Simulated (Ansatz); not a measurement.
Input for Ansatz (development build ahead of 0.2.0):

```yaml
crystal:
  periodic: [false, false, false]
  atoms:
    - { symbol: S, position_ang: [0.0, 0.0, -0.46058] }
    - { symbol: O, position_ang: [0.0, 0.0, 0.92116] }
basis:
  gaussian: { orbitals: cc-pVTZ }
magnetization:
  spin_polarized: true
  initial_magnetization: 2
hamiltonian:
  xc: hf
correlation:
  method: mp2
  frozen_orbitals: { O: 1, S: 5 }
```

The input is written out in the form of the current development build from the run's settings.

Output:

```yaml
Converged: yes
Reference_energy: -472.39701 hartree
Correlation_energy: -0.36417 hartree
Total_energy: -472.76118 hartree
Spin_squared_of_the_determinant: 2.042
```
